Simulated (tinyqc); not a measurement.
CIS and TDHF on RHF in the sto-6g basis, frozen core, for HF, spin multiplicity 1, step by step. One step of it, computed by the program tinyqc.

Question. Integrals over molecular orbitals. (pq|rs) = sum C_ip C_jq C_kr C_ls (ij|kl), one index at a time.

coefficients C:
```
              MO1        MO2        MO3       MO4        MO5        MO6
1F 1s    0.997019  -0.235765   0.079006  0.000000   0.000000   0.081258
1F 2s    0.013420   0.931159  -0.447775  0.000000   0.000000  -0.596892
1F 2px   0.000000   0.000000   0.000000  0.748407  -0.663239   0.000000
1F 2py   0.000000   0.000000   0.000000  0.663239   0.748407   0.000000
1F 2pz   0.002331   0.100384   0.709108  0.000000   0.000000  -0.828657
2H 1s   -0.003811   0.156372   0.508952  0.000000   0.000000   1.125936
```

core Hamiltonian H = T + V (hartree), lower triangle:
```
             1F 1s       1F 2s     1F 2px     1F 2py     1F 2pz      2H 1s
1F 1s   -41.021988
1F 2s    -9.147911  -10.984376
1F 2px    0.000000    0.000000  -8.772293
1F 2py    0.000000    0.000000   0.000000  -8.772293
1F 2pz   -0.017060   -0.191154   0.000000   0.000000  -8.899916
2H 1s    -2.153787   -4.318159   0.000000   0.000000  -2.746501  -5.586367
```

Two-electron integrals (ij|kl) in chemists' order, unique and non-zero (hartree):
```
(11|11) 5.406240   (21|11) 0.768129   (21|21) 0.138909   (22|11) 1.266271
(22|21) 0.283987   (22|22) 0.926367   (31|31) 0.029452   (32|31) 0.044681
(32|32) 0.204753   (33|11) 1.266273   (33|21) 0.283987   (33|22) 0.926366
(33|33) 0.998085   (41|41) 0.029452   (42|41) 0.044681   (42|42) 0.204753
(43|43) 0.053789   (44|11) 1.266273   (44|21) 0.283987   (44|22) 0.926366
(44|33) 0.890506   (44|44) 0.998085   (51|51) 0.029452   (52|51) 0.044681
(52|52) 0.204753   (53|53) 0.053789   (54|54) 0.053789   (55|11) 1.266273
(55|21) 0.283987   (55|22) 0.926366   (55|33) 0.890506   (55|44) 0.890506
(55|55) 0.998085   (61|11) 0.191962   (61|21) 0.033254   (61|22) 0.066424
(61|33) 0.066307   (61|44) 0.066307   (61|51) 0.001435   (61|52) 0.002794
(61|55) 0.066657   (61|61) 0.008094   (62|11) 0.447861   (62|21) 0.101770
(62|22) 0.365780   (62|33) 0.360812   (62|44) 0.360812   (62|51) 0.007290
(62|52) 0.052949   (62|55) 0.375715   (62|61) 0.024320   (62|62) 0.172406
(63|31) 0.011781   (63|32) 0.065771   (63|53) 0.011258   (63|63) 0.026471
(64|41) 0.011781   (64|42) 0.065771   (64|54) 0.011258   (64|64) 0.026471
(65|11) 0.286518   (65|21) 0.066076   (65|22) 0.253897   (65|33) 0.242767
(65|44) 0.242767   (65|51) 0.016070   (65|52) 0.101602   (65|55) 0.276157
(65|61) 0.016553   (65|62) 0.146858   (65|65) 0.151133   (66|11) 0.567555
(66|21) 0.131361   (66|22) 0.538925   (66|33) 0.520053   (66|44) 0.520053
(66|51) 0.013017   (66|52) 0.128025   (66|55) 0.576667   (66|61) 0.031699
(66|62) 0.313085   (66|65) 0.309795   (66|66) 0.774999
```

Give: one-electron integrals over orbitals h = C^T H C; Two-electron integrals over orbitals.

Answer.

one-electron integrals over orbitals h = C^T H C (hartree), lower triangle:
```
          1        2        3        4        5        6
1  -41.0079
2    0.7091  -9.2339
3   -0.2335   0.5552  -7.8014
4    0.0000   0.0000   0.0000  -8.7723
5    0.0000   0.0000   0.0000   0.0000  -8.7723
6   -0.2518   1.2894   1.7773   0.0000   0.0000  -6.1420
```

Two-electron integrals over orbitals (pq|rs), unique and non-zero (hartree); the lowest 1 orbital is frozen and left out:
```
(22|22) 0.8617    (32|22) -0.0100   (32|32) 0.1587    (33|22) 0.7672
(33|32) -0.0570   (33|33) 0.7924    (42|42) 0.1794    (43|42) -0.0449
(43|43) 0.0511    (44|22) 0.8784    (44|32) -0.0763   (44|33) 0.7721
(44|44) 0.9981    (52|52) 0.1794    (53|52) -0.0449   (53|53) 0.0511
(54|54) 0.0538    (55|22) 0.8784    (55|32) -0.0763   (55|33) 0.7721
(55|44) 0.8905    (55|55) 0.9981    (62|22) -0.1379   (62|32) -0.0391
(62|33) -0.0456   (62|44) -0.1364   (62|55) -0.1364   (62|62) 0.0994
(63|22) -0.1515   (63|32) 0.0928    (63|33) -0.1295   (63|44) -0.1847
(63|55) -0.1847   (63|62) 0.0599    (63|63) 0.1640    (64|42) -0.0449
(64|43) -0.0126   (64|64) 0.0320    (65|52) -0.0449   (65|53) -0.0126
(65|65) 0.0320    (66|22) 0.6920    (66|32) 0.0756    (66|33) 0.6714
(66|44) 0.6558    (66|55) 0.6558    (66|62) -0.0697   (66|63) -0.0103
(66|66) 0.7214
```
